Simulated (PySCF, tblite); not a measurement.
Isomers of C7H6N2. Method: GFN2-xTB as coded in tblite; computed harmonic values from a numerical Hessian at the method's own geometry, unscaled. Against measured fundamentals such values can be off by several per cent, at times by over 20. One conformer each.

Electronic energies: PBE0-D3(BJ)/def2-SVP at its own geometries (PySCF, gas phase).

```tsv
SMILES	electronic energy, lowest = 0 (kJ/mol)
N#Cc1ccc(N)cc1	15.0
Cc1cccc(C#N)n1	51.5
c1ccc2[nH]ncc2c1	0.0
```

Task: How do GFN2-xTB zero-point energies change the relative energies?

Result: 
```csv
SMILES,ZPE (kJ/mol),of it from modes above 1550 cm⁻¹,electronic (kJ/mol),"with ZPE, lowest = 0 (kJ/mol)",lowest mode (cm⁻¹),rings
c1ccc2[nH]ncc2c1,300.8,132.8,0.0,0.0,200,2
N#Cc1ccc(N)cc1,293.8,148.8,15.0,8.0,95,1
Cc1cccc(C#N)n1,292.1,142.9,51.5,42.8,72,1
```

The zero-point energies span 8.7 kJ/mol, from `Cc1cccc(C#N)n1` to `c1ccc2[nH]ncc2c1`. The order is unchanged.

Task: And how do the electronic energies of GFN2-xTB itself compare?

Result: `c1ccc2[nH]ncc2c1` 0.0; `N#Cc1ccc(N)cc1` 89.6; `Cc1cccc(C#N)n1` 92.1 kJ/mol, lowest = 0. Against the energies above, taken from the same isomer `c1ccc2[nH]ncc2c1`, the largest difference is 74.6 kJ/mol. The two levels were optimised apart and needn't hold the same conformer.
